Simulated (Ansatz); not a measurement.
A made-up structure of NaSiH$_{4}$O (charge +1), closed shell:

```json
{"atom": "O1", "x (Å)": "-1.0923", "y (Å)": "0.0931", "z (Å)": "-0.4475"}
{"atom": "Si2", "x (Å)": "0.6833", "y (Å)": "0.0298", "z (Å)": "0.3362"}
{"atom": "Na3", "x (Å)": "1.2415", "y (Å)": "-2.2588", "z (Å)": "2.0092"}
{"atom": "H4", "x (Å)": "-1.3360", "y (Å)": "-0.5909", "z (Å)": "-1.0841"}
{"atom": "H5", "x (Å)": "-1.3558", "y (Å)": "0.9523", "z (Å)": "-0.8056"}
{"atom": "H6", "x (Å)": "0.4730", "y (Å)": "1.3876", "z (Å)": "0.9311"}
{"atom": "H7", "x (Å)": "-1.3741", "y (Å)": "-0.1099", "z (Å)": "0.4582"}
```

It is relaxed with PBE-D4/def2-SVP and then PBE0-D4/def2-TZVP (Ansatz 0.2.0). Atoms count as bonded within 1.22 times the sum of their covalent radii (H–H: 0.88 Å). The end point is not checked to be a true minimum.

Task: Does its bonding change? (A judgement: the text doesn't fix the answer.)

Result: The calculation gives: Yes. Formed: Si2–H7; broken: O1–H7.

Where it ends: The first stage lowers the energy by 5.69 eV in 21 steps. It ends as NaSiH₄O ([OH2][SiH2][Na]), total charge +1:
O1  (-1.256, -0.033, -0.611)
Si2  (0.090, -0.062, 0.788)
Na3  (1.289, -2.634, 1.329)
H4  (-0.981, -0.232, -1.515)
H5  (-1.817, 0.755, -0.629)
H6  (0.801, 1.161, 0.292)
H7  (-0.887, 0.549, 1.744)
(Å)

Labels in which every atom is bracketed show which atoms are joined, not bond orders.

For scale, one of the runs: PBE0-D4/def2-TZVP relaxation, 124 basis functions, launched by `ansatz run in.yaml --threads 2 --pin off --events-out ev --progress --plain --max-ram 4352MiB`. Hardware: 2 CPU threads of an Arm Neoverse V1, shared host. Wall time about 21 s.
